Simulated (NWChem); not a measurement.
## Total energies of Na2

```
Na
Na 1 3.1094
```
Charge 0, spin multiplicity 1.

The numbers come from NWChem runs, not from measurements. The geometry was optimised at PBE/def2-SVP, a minimum by its harmonic frequencies.

Basis set: cc-pVDZ (36 functions).

```
method   total energy (Ha)
-------  -----------------
RHF             -323.70462
MP2             -323.72484
B2PLYP          -324.34172
PBE             -324.34737
B3LYP           -324.60862
PBE0            -324.37590
CCSD(T)         -323.73392
```

Total energies of different functionals aren't comparable as a measure of quality: only differences taken within one method are. 

The correlated methods keep 2 core orbitals frozen. B3LYP has NWChem's definition, with VWN1-RPA local correlation. The structure started from a generated list of species. Coupled-cluster values serve here as a point of comparison, not as the truth.
